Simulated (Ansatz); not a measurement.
The input, for Ansatz 0.2.0:

```yaml
crystal:
  periodic: [false, false, false]
  atoms:
    - {symbol: H, position_ang: [0.000000, 0.000000, -1.196667]}
    - {symbol: H, position_ang: [0.000000, 0.000000, -0.284667]}
    - {symbol: Cl, position_ang: [0.000000, 0.000000, 1.481333]}
basis:
  gaussian: {orbitals: cc-pVDZ}
magnetization: {spin_polarized: true, initial_magnetization: 1}
correlation: {method: ccsdt, electrons: outside_noble_gas}
```

```sh
$ ansatz run in.yaml --threads 1 --pin off --events-out ev --progress --plain --max-ram 2393MiB
```

**Question.** Roughly how long does this take on 1 thread of Intel Xeon 6975P-C, shared host, and how much host memory?

**Answer.** 1.3 s wall and 0.11 GiB.

```
474 factors; integrals over basis functions are off by at most 1.3e-7 eV
mean field evaluation 1: about -12531.8701 eV, gradient 7.9e0 eV
mean field evaluation 2: about -12531.8775 eV, gradient 7.9e0 eV
mean field evaluation 4: about -12532.7175 eV, gradient 1.7e0 eV
mean field evaluation 8: about -12532.7867 eV, gradient 2.3e-3 eV
mean field evaluation 16: about -12532.7103 eV, gradient 1.7e0 eV
mean field evaluation 32: about -12532.2013 eV, gradient 6.9e-1 eV
mean field evaluation 64: about -12532.1648 eV, gradient 1.9e-5 eV
mean field evaluation 96: about -12532.1648 eV, gradient 8.5e-4 eV
mean field evaluation 128: about -12530.0490 eV, gradient 1.2e1 eV
mean field -12532.78668908 eV, -460.5714157956 hartree, gradient 2.7e-6 eV, S^2 0.788656; 9 other end points of the search recorded, 0 dependent functions left out
determinant -12532.78668908 eV, -460.5714157956 hartree, with singles and doubles -12537.44923280 eV, -460.7427611172 hartree
determinant -12532.16478618 eV, -460.5485612856 hartree, with singles and doubles -12536.76769207 eV, -460.7177149572 hartree
5 core orbitals not correlated: weight in the atoms' cores, before any rotation towards them, 1.000 or more for the frozen orbitals, at most 0.000 for the correlated occupied ones
reference -12532.78668908 eV, -460.5714157956 hartree; 5, 4 occupied and 18, 19 virtual orbitals, 474 factors
second order -3.96148117 eV of doubles, -0.00000000 eV of singles
cycle   1  -4.45989496 eV  change   -5.0e-1 eV  update   5.2e-2
cycle   2  -4.68656224 eV  change   -2.3e-1 eV  update   2.4e-2
cycle   3  -4.72955140 eV  change   -4.3e-2 eV  update   1.1e-2
cycle   4  -4.73067571 eV  change   -1.1e-3 eV  update   4.9e-3
cycle   5  -4.73166479 eV  change   -9.9e-4 eV  update   1.9e-3
cycle   6  -4.73213965 eV  change   -4.7e-4 eV  update   9.6e-4
cycle   7  -4.73223682 eV  change   -9.7e-5 eV  update   5.2e-4
cycle   8  -4.73224847 eV  change   -1.2e-5 eV  update   1.8e-4
cycle   9  -4.73220604 eV  change    4.2e-5 eV  update   5.7e-5
cycle  10  -4.73220032 eV  change    5.7e-6 eV  update   2.2e-5
cycle  11  -4.73219927 eV  change    1.1e-6 eV  update   8.3e-6
cycle  12  -4.73219565 eV  change    3.6e-6 eV  update   2.7e-6
cycle  13  -4.73219524 eV  change    4.1e-7 eV  update   1.1e-6
cycle  14  -4.73219483 eV  change    4.1e-7 eV  update   3.6e-7
Total energy: -12537.51888391 eV, -460.7453207481 hartree
```
